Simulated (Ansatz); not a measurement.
# The cluster Ru4+: geometry, orbitals and charge

What does the cluster Ru4+ look like as a doublet, and where do its frontier electrons sit?

Program: Ansatz 0.2.0, Gaussian basis. Level of theory: UKS PBE0-D4/def2-TZVP. These are calculated values, not measurements.

The runs, in order: relaxation at PBE-D4/def2-SVP; a single point at PBE0-D4/def2-TZVP.

10 further runs of the same task are left out: 6 that didn't finish, 4 set aside as unsound or not needed.

### Step 1. Where the work starts

4 atoms, charge 1, spin multiplicity 2.

Atoms are counted from 1 here; the program's logs count them from 0.

No contacts short enough for the rule that draws bonds.

Ru takes a core potential in the def2 sets. No spin-orbit coupling is included. The ion is computed in the gas phase, without counter-ions or solvent.

The start is a GFN2-xTB geometry.

### Step 2. Optimising with PBE-D4/def2-SVP

File in.yaml:

```yaml
crystal:
  periodic: [false, false, false]
  atoms:
    - {symbol: Ru, position_ang: [1.033070, 1.045800, 1.955610]}
    - {symbol: Ru, position_ang: [0.505870, 1.062220, -2.102870]}
    - {symbol: Ru, position_ang: [0.885940, -2.262810, -0.091780]}
    - {symbol: Ru, position_ang: [-2.424870, 0.154790, 0.239040]}
basis:
  gaussian: {orbitals: def2-SVP}
total_charge: 1
magnetization: {spin_polarized: true, initial_magnetization: 1}
hamiltonian: {xc: pbe, dispersion: d4}
scf: {lower_state_search: "off"}
output: {orbitals: {seedname: orbitals}}
relax: {f_tol: 0.02, max_steps: 100}
```

Command:

```console
> ansatz run in.yaml --threads 2 --pin off --events-out ev --progress --plain --max-ram 4352MiB
```

After this run come: Single point, PBE0-D4/def2-TZVP.

Q: Predict the results of all the runs planned. Wanted: point group; commonest bond; HOMO, LUMO at PBE0-D4/def2-TZVP; ⟨S²⟩.

**Answer**, as computed:

| quantity | value |
| --- | --- |
| point group | D2 |
| commonest bond | Ru–Ru, 6 of mean length 2.457 Å |
| HOMO, LUMO at PBE0-D4/def2-TZVP (over both spins) | -9.76, -7.17 eV |
| ⟨S²⟩ | 3.820 |

In words: The relaxation broke 0 and made 6 bonds, so the end is another structure than the start. No usable vibrations, so a minimum isn't proven. Doubts on the single point: spin contamination. Whether this spin is the lowest isn't tested here.
